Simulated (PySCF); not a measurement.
Rows and methods have been separated. Pair them.

Species: N₂O.
Z-matrix (Å and degrees, PBE0-D3(BJ)/def2-SVP geometry), rows numbered from 1:
```
N 
N   1  1.1259
O   2  1.1730  1  180.00
```

The closed-shell ground state was solved 7 times with PySCF (density fitting, gas phase), always in the pcSseg-2 basis (108 functions), with these functionals: B3LYP, BLYP, CAM-B3LYP, HF, LC-wPBE, mPW1PW91 and wB97X-D.

```
row  total energy (Eh)  HOMO (eV)  LUMO (eV)  dipole (D)
  P          -184.6194     -12.55       2.12        0.12
  Q          -184.7369      -8.29      -1.41        0.16
  R          -184.6714     -11.27       0.80        0.10
  S          -183.7491     -13.36       4.01        0.57
  T          -184.7421      -9.62      -0.68        0.00
  U          -184.6898      -9.87      -0.36        0.02
  V          -184.6741     -11.70       1.56        0.05
```

Question: Which functional belongs to which row?

Answer: P = LC-wPBE, Q = BLYP, R = CAM-B3LYP, S = HF, T = B3LYP, U = mPW1PW91, V = wB97X-D. By rising HOMO–LUMO gap: BLYP (GGA) 6.88 eV; B3LYP (global hybrid, 20 % exact exchange) 8.94 eV; mPW1PW91 (global hybrid, 25 % exact exchange) 9.51 eV; CAM-B3LYP (range-separated hybrid) 12.07 eV; wB97X-D (range-separated hybrid) 13.26 eV; LC-wPBE (range-separated hybrid) 14.67 eV; HF (all exact exchange) 17.37 eV. Total energies of different functionals aren't bounds to one another; each is stationary for its own functional.

wB97X-D is run here without its empirical dispersion term; that term would change no orbital, density or response property at a fixed geometry.
